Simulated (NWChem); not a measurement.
# HCN (hydrogen cyanide) at 5 levels

We compute a comparison of 5 runs (HF/STO-3G, HF/3-21G, B3LYP/6-31G*, CR-CCSD(T)/cc-pVTZ) of HCN (hydrogen cyanide). 

The calculation is run with NWChem 7.3.0.

1 further run of the same task is left out (set aside as unsound or not needed).

**1. Starting point**

The species is HCN (3 atoms), meant as a singlet with charge 0. As SMILES, `C#N`. The shape is that of a PBE0-D4/def2-TZVP optimisation.

Bond lengths: C1–N2 1.146 Å, C1–H3 1.069 Å. Angles: N2–C1–H3 180.0°.

**2. Energy and forces at HF/STO-3G (run 1)**

run.py

```python
from ase import Atoms
from ase.calculators.nwchem import NWChem

molecule = Atoms(['C', 'N', 'H'], positions=[
    [-0.005600, -0.024400, -0.005600],
    [0.252000, 1.061000, 0.255200],
    [-0.246400, -1.036600, -0.249500],
])

calc = NWChem(
    label='chn',
    theory='scf',
    memory='2200 mb',
    basis='STO-3G',
    basispar='spherical bse',
    scf={'nopen': '0', 'rhf': None, 'thresh': '1e-08', 'maxiter': '80'},
)
molecule.calc = calc

forces = molecule.get_forces()
e = molecule.get_potential_energy()
print(f"E = {e:.6f} eV")
print("forces (eV/A):")
for s, f in zip(molecule.symbols, forces):
    print(f"{s:2s} {f[0]:10.5f} {f[1]:10.5f} {f[2]:10.5f}")
print("dipole (e A):", molecule.get_dipole_moment().round(4))
```

The run is started by

```
$ export ASE_NWCHEM_COMMAND="nwchem PREFIX.nwi > PREFIX.nwo"
$ python run.py
```

Standard output:

```text
E = -2494.604848 eV
forces (eV/A):
C    -0.27588   -1.15083   -0.27979
N     0.28519    1.19613    0.28899
H    -0.00936   -0.04530   -0.00920
dipole (e A): [-0.1151 -0.4845 -0.1166]
```

The calculator wrote chn.nwi:

```
title "chn"

permanent_dir chn

scratch_dir chn

start chn

geometry units angstrom nocenter noautosym noautoz
  C  -5.5999999999999999e-03 -2.4400000000000002e-02 -5.5999999999999999e-03
  N  2.5200000000000000e-01 1.0609999999999999e+00 2.5519999999999998e-01
  H  -2.4640000000000001e-01 -1.0366000000000000e+00 -2.4950000000000000e-01
end

memory 2200 mb

basis spherical bse noprint
   * library STO-3G
end

scf
  nopen 0
  rhf
  thresh 1e-08
  maxiter 80
end

task scf gradient
```

chn.nwo:

```text
Northwest Computational Chemistry Package (NWChem) 7.3.0
             --------------------------------------------------------

           Job information
           ---------------

    nwchem branch   = 7.3.0
    use scalapack   = T
    input           = chn.nwi
    prefix          = chn.
    data base       = chn/chn.db
    status          = startup
    nproc           =        1

           Memory information
           ------------------

    heap     =     72089596 doubles =      550.0 Mbytes
    stack    =     72089601 doubles =      550.0 Mbytes
    global   =    144179200 doubles =     1100.0 Mbytes (distinct from heap & stack)
    total    =    288358397 doubles =     2200.0 Mbytes
    verify   = yes
    hardfail = no

[... 116 lines left out ...]
 Convergence threshold     :          1.000E-08
[... 13 lines left out ...]
       Final RHF  results
[... 3 lines left out ...]
      One-electron energy =   -171.862042438018
[... 1 line left out ...]
 Nuclear repulsion energy =     24.044170315625
[... 19 lines left out ...]
                       ROHF Final Molecular Orbital Analysis
[... 113 lines left out ...]
                                        chn

  wavefunction    =   RHF

                         RHF ENERGY GRADIENTS

    atom               coordinates                        gradient
                 x          y          z           x          y          z
   1 C      -0.010582  -0.046109  -0.010582    0.005365   0.022380   0.005441
   2 N       0.476211   2.004999   0.482258   -0.005546  -0.023261  -0.005620
   3 H      -0.465628  -1.958890  -0.471487    0.000182   0.000881   0.000179

                 ----------------------------------------
                 |  Time  |  1-e(secs)   |  2-e(secs)   |
                 ----------------------------------------
                 |  CPU   |       0.00   |       0.03   |
                 ----------------------------------------
                 |  WALL  |       0.00   |       0.03   |
                 ----------------------------------------

 Task  times  cpu:        0.1s     wall:        0.1s
 Total times  cpu:        0.2s     wall:        0.2s
```

Run time: 1.3 s. Hardware: 1 thread of Intel Xeon 6975P-C (Granite Rapids), shared host; peak memory 0.099 GiB.

**3. Energy and forces at HF/3-21G (run 2)**

run.py

```python
from ase import Atoms
from ase.calculators.nwchem import NWChem

atoms = Atoms('CNH', positions=[
    [-0.005600, -0.024400, -0.005600],
    [0.252000, 1.061000, 0.255200],
    [-0.246400, -1.036600, -0.249500],
])

calc = NWChem(
    label='struct',
    theory='scf',
    memory='2200 mb',
    basis='3-21G',
    basispar='spherical bse',
    scf={'nopen': '0', 'rhf': None, 'thresh': '1e-08', 'maxiter': '80', 'print': 'low'},
)
atoms.calc = calc

forces = atoms.get_forces()
print(f"energy = {atoms.get_potential_energy():.6f} eV")
print("forces (eV/A):")
for s, f in zip(atoms.symbols, forces):
    print(f"{s:2s} {f[0]:10.5f} {f[1]:10.5f} {f[2]:10.5f}")
```

The run is started by

```
$ export ASE_NWCHEM_COMMAND="nwchem PREFIX.nwi > PREFIX.nwo"
$ python run.py
```

Standard output:

```text
energy = -2513.070338 eV
forces (eV/A):
C     0.09554    0.41606    0.09616
N    -0.26873   -1.13792   -0.27182
H     0.17319    0.72191    0.17566
```

The calculator wrote struct.nwi:

```
title "struct"

permanent_dir struct

scratch_dir struct

start struct

geometry units angstrom nocenter noautosym noautoz
  C  -5.5999999999999999e-03 -2.4400000000000002e-02 -5.5999999999999999e-03
  N  2.5200000000000000e-01 1.0609999999999999e+00 2.5519999999999998e-01
  H  -2.4640000000000001e-01 -1.0366000000000000e+00 -2.4950000000000000e-01
end

memory 2200 mb

basis spherical bse noprint
   * library 3-21G
end

scf
  nopen 0
  rhf
  thresh 1e-08
  maxiter 80
  print low
end

task scf gradient
```

struct.nwo:

```text
Northwest Computational Chemistry Package (NWChem) 7.3.0
             --------------------------------------------------------

           Job information
           ---------------

    nwchem branch   = 7.3.0
    use scalapack   = T
    input           = struct.nwi
    prefix          = struct.
    data base       = struct/struct.db
    status          = startup
    nproc           =        1

           Memory information
           ------------------

    heap     =     72089598 doubles =      550.0 Mbytes
    stack    =     72089595 doubles =      550.0 Mbytes
    global   =    144179200 doubles =     1100.0 Mbytes (distinct from heap & stack)
    total    =    288358393 doubles =     2200.0 Mbytes
    verify   = yes
    hardfail = no

[... 35 lines left out ...]
            Nuclear Dipole moment (a.u.)
[... 51 lines left out ...]
 Forming initial guess at       0.0s

 Starting SCF solution at       0.0s

       Final RHF  results
       ------------------

         Total SCF energy =    -92.353632241350
      One-electron energy =   -172.029968816018
      Two-electron energy =     55.632166259042
 Nuclear repulsion energy =     24.044170315625

        Time for solution =      0.1s

                              NWChem Gradients Module
                              -----------------------

                         RHF ENERGY GRADIENTS

    atom               coordinates                        gradient
                 x          y          z           x          y          z
   1 C      -0.010582  -0.046109  -0.010582   -0.001858  -0.008091  -0.001870
   2 N       0.476211   2.004999   0.482258    0.005226   0.022129   0.005286
   3 H      -0.465628  -1.958890  -0.471487   -0.003368  -0.014039  -0.003416

 Task  times  cpu:        0.1s     wall:        0.1s
 Total times  cpu:        0.1s     wall:        0.1s
```

Wall time 1.1 s (1 thread of Intel Xeon 6975P-C (Granite Rapids), shared host); peak memory 0.097 GiB.

Runs 3 to 4 aren't shown in full; the table further down has their settings and results.

**4. The energy at CR-CCSD(T)/cc-pVTZ (run 5)**

chn.nw

```
start chn
memory stack 880 mb heap 220 mb global 1100 mb

geometry noautosym nocenter noautoz
  C       -0.005600      -0.024400      -0.005600
  N        0.252000       1.061000       0.255200
  H       -0.246400      -1.036600      -0.249500
end

basis spherical bse
  * library cc-pVTZ
end

scf
  thresh 1e-08
  maxiter 80
end

tce
  scf
  cr-ccsd(t)
  freeze core 2
  maxiter 60
end

task tce energy
```

The run is started by

```
$ nwchem chn.nw > chn.out
```

Standard output:

```text
[...]
  functions       =    74
[...]
  wavefunction    = RHF
[...]
         Total SCF energy =    -92.908964399314
      One-electron energy =   -172.890475076798
      Two-electron energy =     55.937340361859
 Nuclear repulsion energy =     24.044170315625
        Time for solution =      5.9s
[...]
         Wavefunction type : Restricted Hartree-Fock
          No. of electrons :    14
[...]
         Spin multiplicity : singlet
[...]
 CCSD total energy / hartree       =       -93.257121018387480
[...]
 CR-CCSD[T] total energy / hartree       =       -93.272080251445502
[...]
 CR-CCSD(T) total energy / hartree       =       -93.271434848770781
[...]
```

Wall time 34 s (1 thread of Intel Xeon 6975P-C (Granite Rapids), shared host); peak memory 0.89 GiB.

**5. Overview of the runs**

| run | level | iteration cap | module | energy (Eh) | dipole moment (D) | HOMO energy (eV) | LUMO energy (eV) | wall time |
| --- | --- | --- | --- | --- | --- | --- | --- | --- |
| 1 | HF/STO-3G | 80 | scf | -91.675038 | 2.46 | -12.13 | 9.60 | 1.3 s |
| 2 | HF/3-21G | 80 | scf | -92.353632 | – | – | – | 1.1 s |
| 3 | B3LYP/6-31G* (spherical functions) | 100 | dft | -93.419576 | 2.90 | -9.83 | 0.68 | 3 s |
| 4 | B3LYP/6-31G* (Cartesian functions) | 100 | dft | -93.422305 | 2.90 | -9.84 | 0.67 | 3.3 s |
| 5 | CR-CCSD(T)/cc-pVTZ | 80 | tce | -93.271435 | – | -13.55 | 3.86 | 34 s |

**6. Summary of results**

| quantity | value |
| --- | --- |
| run 5: total energy | -93.27143 Eh |
| run 5: HOMO energy (Hartree–Fock orbitals) | -13.55 eV |
| run 5: LUMO energy (Hartree–Fock orbitals) | 3.86 eV |
| run 5: HOMO–LUMO gap (Hartree–Fock orbitals) | 17.41 eV |
| run 5: correlation energy (2 core orbitals frozen) | -362.5 mEh |

What this shows: Over runs 1, 3, 4 the dipole moment (its size) runs from 2.46 D (HF/STO-3G) to 2.90 D (B3LYP/6-31G*). The two ends differ in method and basis. Over runs 1, 3, 4 the HOMO–LUMO gap runs from 10.51 eV (B3LYP/6-31G*) to 21.73 eV (HF/STO-3G). In run 1 the basis is minimal, so the values are rough. All runs together took 42 s, the longest 34 s.
